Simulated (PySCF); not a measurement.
The vertical singlet excitations below were computed for one of the candidates. Level of theory: TDDFT CAM-B3LYP/def2-SVPD, vertical, gas phase, core orbitals frozen in the response (PySCF). Geometries: GFN2-xTB, one conformer each.

```
state  E (eV)       f  main configurations (H = HOMO, L = LUMO)
   S1    6.68   0.033                     H→L (86%), H→L+3 (9%)
   S2    7.18   0.221                               H→L+1 (90%)
   S3    7.61  0.0018                               H→L+2 (89%)
   S4    7.77  0.0010                H-1→L+1 (46%), H-1→L (40%)
   S5    7.87   0.061                  H→L+3 (68%), H→L+5 (14%)
   S6    7.93  0.0067                               H→L+4 (90%)
   S7    8.33  0.0000                H-2→L (51%), H-2→L+1 (35%)
   S8    8.45  0.0053                               H→L+6 (81%)
```

Task: Which candidate is it? All have the formula C6H10.
A. `C(/C=C)=C/CC`
B. `C1C[C@H]2C[C@@H]1C2`
C. `C1CCCC=C1`

Result: C. Its S1 lies at 6.68 eV; the nearest of the others has S1 at 5.78 eV. S1 is HOMO→LUMO (86%), HOMO→LUMO+3 (9%). Löwdin shares by element: HOMO carbon 83% or more (atoms not listed hold the other 17%); LUMO carbon 41% or more (atoms not listed hold the other 59%). At the same level the other candidates give, for their lowest levels:
- `C1C[C@H]2C[C@@H]1C2`: 8.47 eV (f 0.000); 8.51 eV (f 0.004); 8.69 eV (f 0.072); 8.97 eV (f 0.011); 9.04 eV (f 0.001); T1 8.29 eV; HOMO -9.95, LUMO 1.46 eV
- `C=C/C=C\CC`: 5.78 eV (f 0.781); 6.53 eV (f 0.001); 6.78 eV (f 0.012); 7.09 eV (f 0.033); 7.22 eV (f 0.000); T1 3.21 eV; HOMO -7.74, LUMO 0.41 eV
Triplets come from the Tamm–Dancoff approximation.
